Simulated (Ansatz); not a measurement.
```yaml
crystal:
  periodic: [false, false, false]
  atoms:
    - {symbol: N, position_ang: [-1.637958, -0.565754, -0.011361]}
    - {symbol: Al, position_ang: [-0.566790, 0.806013, 0.013163]}
    - {symbol: S, position_ang: [1.205194, -0.504424, -0.007351]}
    - {symbol: H, position_ang: [-0.406075, 2.332712, 0.039382]}
basis:
  gaussian: {orbitals: def2-TZVP}
magnetization: {spin_polarized: true, initial_magnetization: 3}
hamiltonian: {xc: pbe0}
relax: {f_tol: 0.004, max_steps: 80}
```

```sh
$ ansatz run in.yaml --threads 1 --pin off --events-out ev --progress --plain --max-ram 2176MiB
```

Steps of the relaxation (energy above the last step; positions in Å, forces in eV/Å):

```
4
step 1, 548.9 meV
N    -1.638   -0.566   -0.011   -2.552   -1.833   -0.034
Al   -0.567    0.806    0.013    2.258    0.909    0.018
S     1.205   -0.504   -0.007    0.468    0.317    0.006
H    -0.406    2.333    0.039   -0.174    0.606    0.010
```

```
4
step 2, 148.1 meV
N    -1.829   -0.517   -0.011   -1.218   -0.597   -0.011
Al   -0.516    0.732    0.012    1.583    0.174    0.005
S     1.352   -0.443   -0.006   -0.162    0.321    0.005
H    -0.413    2.297    0.039   -0.203    0.102    0.002
```

```
4
step 3, 8.1 meV
N    -1.995   -0.416   -0.009    0.290    0.212    0.004
Al   -0.409    0.650    0.011   -0.202   -0.044   -0.001
S     1.485   -0.410   -0.005   -0.112    0.086    0.001
H    -0.487    2.245    0.038    0.023   -0.255   -0.004
```

```
4
step 6, 0.0 meV
N    -1.991   -0.398   -0.009    0.000    0.000    0.000
Al   -0.417    0.641    0.011    0.000    0.000    0.000
S     1.483   -0.392   -0.005    0.001    0.000    0.000
H    -0.481    2.217    0.037    0.000    0.000    0.000
```

Close pairs at the end: Al2–H4 1.578 Å, N1–Al2 1.887 Å, Al2–S3 2.163 Å.

A stationary point of unrestricted PBE0 after 6 steps, with ⟨S²⟩ = 3.763 against 3.75 for a pure state; no frequencies were run, so it isn't proven a minimum. 68 s on 1 thread of Arm Neoverse V2, shared host.
